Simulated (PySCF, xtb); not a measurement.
carbonyl sulfide (COS), SMILES O=C=S.

GFN2-xTB run with xtb 6.7.1 at its own geometry gives an orbital gap of 4.63 eV and a dipole moment of 0.26 D.

Geometry optimised at B3LYP-D3(BJ)/def2-TZVP.

Task: What does PBE/def2-TZVPD run with PySCF give? (The exact figures need the calculation; the answer reports its results.)

Result: gap 5.55 eV (levels -7.48 and -1.93 eV), dipole 0.71 D.
